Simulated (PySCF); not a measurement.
**One shape, several levels: H3NO (hydroxylamine)**

Aim: a comparison of 6 runs (B3LYP/STO-6G, PBE/STO-6G, PBE0/STO-6G, UPBE0/STO-6G, UMP2/STO-6G, FCI/STO-6G) of H3NO (hydroxylamine). The job is set up through a Python script.

Program for the calculation: PySCF 2.14.0.

2 further runs of the same task are left out: 2 set aside as unsound or not needed.

## Step 1: The molecule

The species is H3NO (5 atoms), meant as a singlet with charge 0. SMILES: `NO`. The O2–H5 distance was set to 1.729 Å, away from the relaxed value. At this shape a bond of the SMILES string is far longer than usual.

Bond lengths: N1–O2 1.422 Å, N1–H3 1.016 Å, N1–H4 1.016 Å. Angles: O2–N1–H3 104.5°, O2–N1–H4 104.5°, H3–N1–H4 106.0°.

## Step 2: A single-point energy at B3LYP/STO-6G (run 1)

geometry.xyz reads:

```xyz
5
H3NO
N     -0.757573    -0.624544     0.091239
O     -0.227993     0.402786     0.920469
H     -0.755143    -1.453274     0.679179
H     -1.734103    -0.373094    -0.033801
H      1.105010     0.995100    -0.007440
```

input.py reads:

```python
from pyscf import gto, dft

mol = gto.Mole()
mol.atom = 'geometry.xyz'
mol.charge = 0
mol.max_memory = 1860
mol.verbose = 3
mol.basis = 'sto-6g'
mol.build()

ks = dft.RKS(mol)
ks.xc = 'b3lyp'
ks.conv_tol = 1e-10
ks.grids.level = 5
ks.kernel()
if not ks.converged:
    ks = ks.newton().run(ks.mo_coeff, ks.mo_occ)

e_tot = ks.e_tot
print(f'total energy: {e_tot:.8f} hartree')
```

Launch:

```sh
$ OMP_NUM_THREADS=1 python input.py
```

Standard output:

```text
converged SCF energy = -131.043662143249
total energy: -131.04366214 hartree
```

It took 3 s on 1 thread of Arm Neoverse V1, shared host; peak memory 0.17 GiB.

## Step 3: A single-point energy at PBE/STO-6G (run 2)

calc.py reads:

```python
from pyscf import gto, dft

mol = gto.M(
    atom='''
N   -0.757573  -0.624544   0.091239
O   -0.227993   0.402786   0.920469
H   -0.755143  -1.453274   0.679179
H   -1.734103  -0.373094  -0.033801
H    1.105010   0.995100  -0.007440
''',
    verbose=4,
    max_memory=1860,
    basis='sto-6g',
)

mf = dft.RKS(mol)
mf.xc = 'pbe'
mf.conv_tol = 1e-10
mf.grids.level = 5
mf.kernel()
if not mf.converged:
    mf = mf.newton().run(mf.mo_coeff, mf.mo_occ)

etot = mf.e_tot
print('E(%s) = %.9f' % ('PBE', etot))
```

Launch:

```sh
$ OMP_NUM_THREADS=1 python calc.py
```

Standard output:

```text
PySCF version 2.14.0

[INPUT] num. atoms = 5
[INPUT] num. electrons = 18
[INPUT] charge = 0
[INPUT] spin (= nelec alpha-beta = 2S) = 0
[INPUT] symmetry False subgroup None
[INPUT] Mole.unit = angstrom
[INPUT] Symbol           X                Y                Z      unit          X                Y                Z       unit  Magmom
[INPUT]  1 N     -0.757573000000  -0.624544000000   0.091239000000 AA   -1.431605489365  -1.180217112740   0.172416721879 Bohr   0.0
[INPUT]  2 O     -0.227993000000   0.402786000000   0.920469000000 AA   -0.430844328318   0.761155226809   1.739434316152 Bohr   0.0
[INPUT]  3 H     -0.755143000000  -1.453274000000   0.679179000000 AA   -1.427013454882  -2.746289843951   1.283462299556 Bohr   0.0
[INPUT]  4 H     -1.734103000000  -0.373094000000  -0.033801000000 AA   -3.276979741787  -0.705045478718  -0.063874632736 Bohr   0.0
[INPUT]  5 H      1.105010000000   0.995100000000  -0.007440000000 AA    2.088166264906   1.880466466555  -0.014059562367 Bohr   0.0

[... 69 lines left out ...]
converged SCF energy = -130.913918340573
E(PBE) = -130.913918341
```

Wall time 3.3 s (1 thread of Arm Neoverse V1, shared host); peak memory 0.17 GiB.

Runs 3 to 4 aren't shown in full; the table further down has their settings and results.

## Step 4: The energy at UMP2/STO-6G (run 5)

job.py reads:

```python
from pyscf import gto, mp

mol = gto.M(
    atom='''
N     -1.431605    -1.180217     0.172417
O     -0.430844     0.761155     1.739434
H     -1.427013    -2.746290     1.283462
H     -3.276980    -0.705045    -0.063875
H      2.088166     1.880466    -0.014060
''',
    verbose=3,
    spin=0,
    charge=0,
    unit='bohr',
    max_memory=1860,
    basis='sto-6g',
)

mf = mol.UHF()
mf.conv_tol = 1e-10
mf.kernel()
if not mf.converged:
    mf = mf.newton().run(mf.mo_coeff, mf.mo_occ)
for _ in range(3):
    mo, _, stable, _ = mf.stability(return_status=True)
    if stable:
        break
    mf.kernel(mf.make_rdm1(mo, mf.mo_occ))

pt = mp.MP2(mf, frozen=2).run()
e_final = pt.e_tot
print(f'total energy: {e_final:.8f} hartree')
```

Launch:

```sh
$ OMP_NUM_THREADS=1 python job.py
```

Standard output:

```text
converged SCF energy = -130.306443754753  <S^2> = 1.1805668e-10  2S+1 = 1
<class 'pyscf.scf.uhf.UHF'> wavefunction has an internal instability
converged SCF energy = -130.400824858723  <S^2> = 0.86156971  2S+1 = 2.1086201
<class 'pyscf.scf.uhf.UHF'> wavefunction is stable in the internal stability analysis
E(UMP2) = -130.469616726644  E_corr = -0.0687918679204194
E(SCS-UMP2) = -130.477063003623  E_corr = -0.0762381449001472
total energy: -130.46961673 hartree
```

Run time: 0.93 s. Hardware: 1 thread of Arm Neoverse V1, shared host; peak memory 0.12 GiB.

## Step 5: The energy at FCI/STO-6G (run 6)

input.py reads:

```python
from pyscf import gto, scf, mcscf
from pyscf import fci

mol = gto.M(
    atom=[
    ('N', (-0.757573, -0.624544, 0.091239)),
    ('O', (-0.227993, 0.402786, 0.920469)),
    ('H', (-0.755143, -1.453274, 0.679179)),
    ('H', (-1.734103, -0.373094, -0.033801)),
    ('H', (1.105010, 0.995100, -0.007440)),
],
    basis='sto-6g',
    verbose=3,
    charge=0,
    max_memory=1860,
)

mf = scf.RHF(mol)
mf.conv_tol = 1e-10
mf.kernel()
if not mf.converged:
    mf = mf.newton().run(mf.mo_coeff, mf.mo_occ)

cas = mcscf.CASCI(mf, mf.mo_coeff.shape[-1] - 2, (mol.nelec[0] - 2, mol.nelec[1] - 2))  # full CI above the frozen core
cas.fcisolver = fci.direct_spin0.FCI(mol)  # even spin states alone
cas.kernel()
print('<S^2> = %.4f' % cas.fcisolver.spin_square(cas.ci, cas.ncas, cas.nelecas)[0])
energy = cas.e_tot
print('Final energy', energy)
```

Launch:

```sh
$ OMP_NUM_THREADS=1 python input.py
```

Standard output:

```text
converged SCF energy = -130.306443648158
CASCI E = -130.522048750558  E(CI) = -49.9461574961526  S^2 = 0.0000000
<S^2> = 0.0000
Final energy -130.52204875055781
```

Run time: 2 s. Hardware: 1 thread of Arm Neoverse V1, shared host; peak memory 0.14 GiB.

## Step 6: Overview of the runs

| run | level | follow instability | integration grid | energy (Eh) | dipole moment (D) of the reference | HOMO energy (eV) | LUMO energy (eV) | wall time |
| --- | --- | --- | --- | --- | --- | --- | --- | --- |
| 1 | B3LYP/STO-6G | – | 5 | -131.043662 | 1.57 | -4.13 | 0.51 | 3 s |
| 2 | PBE/STO-6G | – | 5 | -130.913918 | 1.70 | -2.29 | -0.11 | 3.3 s |
| 3 | PBE0/STO-6G | – | 5 | -130.909699 | 1.48 | -4.29 | 0.85 | 2.8 s |
| 4 | UPBE0/STO-6G | yes | 5 | -130.922573 | 1.57 | -4.24 | 1.75 | 15 s |
| 5 | UMP2/STO-6G | yes | – | -130.469617 | 1.75 | -9.93 | 9.40 | 0.93 s |
| 6 | FCI/STO-6G | – | – | -130.522049 | 1.12 | -7.68 | 5.03 | 2 s |

## Step 7: Results

| quantity | value |
| --- | --- |
| run 6: total energy | -130.52205 Eh |
| run 6: dipole moment (Hartree–Fock density) | 1.12 D |
| run 6: HOMO energy (Hartree–Fock orbitals) | -7.68 eV |
| run 6: LUMO energy (Hartree–Fock orbitals) | 5.03 eV |
| run 6: HOMO–LUMO gap (Hartree–Fock orbitals) | 12.71 eV |
| run 6: correlation energy (2 core orbitals frozen) | -215.6 mEh |

In words: Against full CI in this basis: UMP2 +52.4 mEh. Over runs 1, 2, 3, 4 the dipole moment (its size) runs from 1.48 D (PBE0/STO-6G) to 1.70 D (PBE/STO-6G). Over runs 1, 2, 3, 4 the HOMO–LUMO gap runs from 2.18 eV (PBE/STO-6G) to 5.99 eV (UPBE0/STO-6G). Totals of different functionals can't be ranked against each other. In runs 1, 2, 3, 4, 5, 6 the basis is minimal, so the values are rough. In runs 1, 2, 3 a closed-shell determinant meets a far-stretched bond, which it describes badly. Spin contamination of the reference: run 5 ⟨S²⟩ = 0.86, run 4 ⟨S²⟩ = 0.57. Where it is this large, the reference is a mixture of spin states, and values that rest on it are in doubt. All runs together took 27 s, the longest 15 s.
